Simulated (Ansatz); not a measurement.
A made-up structure of CH2MgN, doublet:

```xyz
5
angstrom
N -0.4913 -0.9868 0.0494
C -1.1843 -0.1948 0.9922
Mg 0.5651 1.0417 -0.0942
H -0.7547 -2.0887 -0.1530
H 1.8652 2.2287 -0.7945
```

It is relaxed with PBE-D4/def2-SVP and then PBE0-D4/def2-TZVP (Ansatz 0.2.0). Atoms count as bonded within 1.22 times the sum of their covalent radii (H–H: 0.88 Å). The end point is not checked to be a true minimum.

(1) Does its bonding change? (A judgement: the text doesn't fix the answer.)

Answers

(1) Computed: No: no bond forms or breaks.

Where it ends: The first stage lowers the energy by 0.95 eV in 6 steps. It ends as CH₂MgN ([C]1[NH][MgH]1):
```xyz
5
angstrom
N -0.4387 -0.8810 0.0442
C -1.0574 -0.1739 0.8861
Mg 0.5047 0.9296 -0.0846
H -0.6739 -1.8649 -0.1365
H 1.6653 1.9901 -0.7091
```

Labels in which every atom is bracketed show which atoms are joined, not bond orders.

For scale, one of the runs: PBE0-D4/def2-TZVP relaxation, 106 basis functions, launched by `ansatz run in.yaml --threads 2 --pin off --events-out ev --progress --plain --max-ram 4352MiB`. The run took about 35 s on 2 CPU threads of an AMD EPYC 7571 (shared host).
